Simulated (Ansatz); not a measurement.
Born–Oppenheimer molecular dynamics of AlH₃O (5 atoms, charge 0, multiplicity 1). It starts at the highest image of a converged band. Of that band: The profile has 2 maxima (images 1, 5) with wells between them (image 2): this band takes more than one step, which may be the mechanism or a detour left from its start path. Neighbouring images differ by up to 2.1 eV, so the band resolves the path poorly. A vibrational analysis at the climbing image gives one clearly imaginary mode, 2046i cm⁻¹: a first-order saddle point.

These are results of RHF/def2-TZVP in Ansatz, not measurements.

- ensemble: NVE (velocity Verlet)
- time step: 0.5 fs
- steps asked: 200
- starting velocities drawn for: 100 K
- seed: 2110

First frame:

```xyz
5
Properties=species:S:1:pos:R:3
Al 0.193 0.075 -0.402
O 0.827 0.104 1.300
H 0.701 -0.367 2.115
H 1.701 -0.140 0.378
H -1.395 0.045 -0.575
```

Q: How far do the bonds stretch over the last three quarters of this one trajectory? (Pairs bonded in most of those frames.)

A: 
```tsv
bond	mean (Å)	spread (Å)	shortest	longest
Al1–O2	1.707	0.049	1.61	1.78
Al1–H5	1.701	0.170	1.36	2.00
O2–H3	0.955	0.010	0.94	0.98
```

Pairs bonded in part of these frames only: Al1–H4 59 %, Al1–H5 82 %.

Mean temperature of the second half: 5642 K. The conserved energy stayed within 2.3 meV per atom of its start (net change -0.27 meV per atom), so the integration is sound. The kinetic energy rose, since the run started high on the potential surface and went downhill. A run of 0.1 ps of so small a system gives no equilibrium averages. The orbitals stay closed-shell, which can raise the energy where a bond breaks towards radicals; this wasn't checked here.

The run took 110 s on 1 thread of Arm Neoverse V1, on a shared host, peak memory 0.11 GiB.
